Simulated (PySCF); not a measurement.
**Electronic absorption of H5NSSi**

Compound: H5NSSi.
InChI=1S/H5NSSi/c1-3-2/h2H,1,3H2

Level of theory: TDDFT CAM-B3LYP/def2-SVPD, vertical, gas phase, core orbitals frozen in the response (PySCF 2.14.0, density-fitted response routines). One conformer (not necessarily the lowest) at the PBE0-D3(BJ)/def2-SVP geometry, without solvent, vibrations or thermal averaging. Torsions of this conformer, `[NH2:1][SiH2:2][SH:3]`: H–N1–Si2–S3 146°, H–N1–Si2–S3 -57°, H–S3–Si2–N1 -53°.

```csv
state,E (eV),λ (nm),f,|μ| (D),"main configurations (H = HOMO, L = LUMO)"
S1,6.16,201.4,0.013,0.75,"H→L (37%), H→L+2 (27%), H→L+1 (16%)"
S2,6.52,190.1,0.031,1.13,"H-1→L (44%), H→L (25%), H→L+2 (11%)"
S3,6.63,186.9,0.043,1.30,"H→L+1 (52%), H→L+2 (27%)"
S4,7.10,174.5,0.0046,0.41,"H-1→L (35%), H→L (20%), H→L+1 (19%)"
S5,7.32,169.4,0.055,1.41,H-1→L+1 (64%)
S6,7.56,164.0,0.036,1.12,H-1→L+2 (58%)
S7,7.75,159.9,0.031,1.03,"H→L+3 (64%), H→L+2 (12%), H→L+4 (8%)"
S8,7.88,157.4,0.019,0.79,"H→L+5 (43%), H→L+4 (14%)"
S9,8.03,154.5,0.077,1.59,"H→L+4 (42%), H→L+5 (21%)"
S10,8.15,152.2,0.021,0.83,"H-1→L+5 (27%), H-1→L+4 (14%), H→L+7 (9%)"
```

Triplets (Tamm–Dancoff): T1 5.73 eV, H→L (26%), H→L+2 (25%), H→L+1 (21%); T2 6.14 eV, H-1→L (37%), H→L (29%), H→L+2 (10%); T3 6.25 eV, H→L+1 (50%), H→L+2 (26%); T4 6.72 eV, H-1→L (31%), H→L (23%), H→L+1 (9%).

The lowest singlet lies at 6.16 eV (201 nm, ultraviolet) and is weak; its leading configuration is HOMO→LUMO (37%). The strongest level in the table is S9 at 8.03 eV (154 nm, f = 0.077). Löwdin shares by element: HOMO sulfur 65%, nitrogen 12%, silicon 10%, hydrogen 5% or more; LUMO silicon 31%, sulfur 23%, nitrogen 11%, hydrogen 11% or more (atoms not listed hold the other 24%). The listed states span 1.99 eV, and the widest gap between neighbours is 0.47 eV (S3 to S4). Of the 10 states listed, 9 reach f = 0.01 and none stays under 0.0005. Orbital energies (eV): HOMO-3 -11.39, HOMO-2 -10.68, HOMO-1 -9.16, HOMO -8.66, LUMO 0.92, LUMO+1 1.17, LUMO+2 1.54. No computed singlet lies in the visible range (380 to 750 nm); the lowest, at 201 nm, stands 2.89 eV above its violet end (3.26 eV). The vertical ionisation energy (ΔSCF) is 9.63 eV, 1.49 eV above S10. The window holds the lowest 10 singlets.
